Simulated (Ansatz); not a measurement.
# AlAs, triplet: the ladder up to full CI

Geometry: a point of a stretch scan, not a stationary point.

```xyz
2

Al    0.0000    0.0000    0.0000
As    0.0000    0.0000    4.2770
```

Basis cc-pVDZ; Ansatz 0.2.0. Only valence electrons are correlated (noble-gas cores and the filled d shells of p-block atoms frozen), which leaves 8 electrons in 26 orbitals. R marks a restricted (for open shells ROHF) determinant, U an unrestricted one. Active spaces: pair = (4e, 4o) about the gap; valence = (8e, 8o) chosen from the atoms' valence shells. No spin–orbit coupling is included, and no scalar relativity.

Full CI is exact within this basis and frozen core; it isn't the basis-set limit. The frozen core follows each run's orbitals, which can shift R against U totals by a few meV for light atoms and by up to 0.1 eV past Ca.

For open shells CISD is restricted-active-space CI with the open shells as a complete middle space.

The R cluster runs have T1 = 0.204, too large to trust, so RMP2, RCCSD, RCCSD(T), RCCSDT(Q), RCCSDT aren't compared. BCCD(T) turns its orbitals far from the restricted determinant (T1 = 0.261 for the singles of that rotation), so its spin and state can't be checked, and it isn't compared.

* UHF ⟨S²⟩: 2.936
* T1 diagnostic (RCCSD): 0.2041
* largest doubles amplitude (RCCSD): 0.202

```
                   level  E − E(full CI) (kcal/mol)  share of correlation (%)    wall time
                     RHF                     112.49                      0.00            –
                    CISD                      21.82                     80.60        6.5 s
                RCCSDTQ*                       0.02                     99.98  55 s (H100)
     CASSCF (pair space)                      77.81                     30.83            –
     NEVPT2 (pair space)                      19.59                     82.58         10 s
     MRCISD (pair space)                       6.07                     94.61            –
   MRCISD+Q (pair space)                      -1.56                    101.39         11 s
  CASSCF (valence space)                      61.99                     44.89            –
  NEVPT2 (valence space)                      15.31                     86.39         10 s
  MRCISD (valence space)                       3.83                     96.60            –
MRCISD+Q (valence space)                      -0.60                    100.53         11 s
```

An asterisk marks runs whose energy the program itself flagged as in doubt.

The correlation energy at full CI, counted from RHF, is -4.878 eV. That run took 20 s on 2 threads of AMD EPYC 7R13 with a shared H100 80 GB, shared host over 55,868,912 determinants.

Run but not shown, since their state, orbitals or frozen core can't be matched to the reference's or they repeat it: UHF, RMP2, UMP2, RCCSD, UCCSD, RCCSD(T), UCCSD(T), BCCD(T), RCCSDT, UCCSDT, RCCSDT(Q), UCCSDT(Q), UCCSDTQ.

Times hold each run's SCF and search for its determinant on a shared host, so for small cases they say little of a method's own cost; rows without a card ran on 1 thread of AMD EPYC 7R13. Some runs computed forces too.

Not variational, and here over 5 meV under the exact energy: MRCISD+Q (pair space), MRCISD+Q (valence space).

The full-CI state has the irrep A2 of C2v, in the program's axes (one component, if the state is degenerate).

Natural occupations of full CI about the gap: 1.953 1.886 1.413 0.993 0.993 0.561 0.045 0.045 0.013 0.010; effectively unpaired electrons, Σ n²(2−n)², 3.41. No single determinant describes this state well, so single-reference rows can miss without a flag.
